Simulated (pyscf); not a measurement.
Structures and frequencies: ωB97X-D3(BJ)/def2-SVP in PySCF. MP2 and CC: frozen core, UHF for open shells. ΔMP2 is the change of the MP2 total energy from the triple- to the quadruple-zeta basis.

Q: What is the homolytic dissociation enthalpy (298 K, CCSD(T)/def2-TZVPP + ΔMP2(QZVPP)) of the C–Mg bond of `[CH3][Mg][NH2]`, to CH₃• + [H₂N–Mg]•?

A: C–Mg to CH₃• + [H₂N–Mg]•: 2.84 eV. The radicals are drawn with the spin at the cut bond; how far it spreads was not checked. Other isomers of [H₂N–Mg]• were not searched in full and may lie lower. The CCSD(T) − MP2 part came from Ansatz, without density fitting, on the same reference. The frozen core leaves the outer d or s,p core shells of the metals and heavy elements correlated in the MP2 and CC values, and def2-TZVPP describes them poorly, which can shift differences by a few kcal/mol.
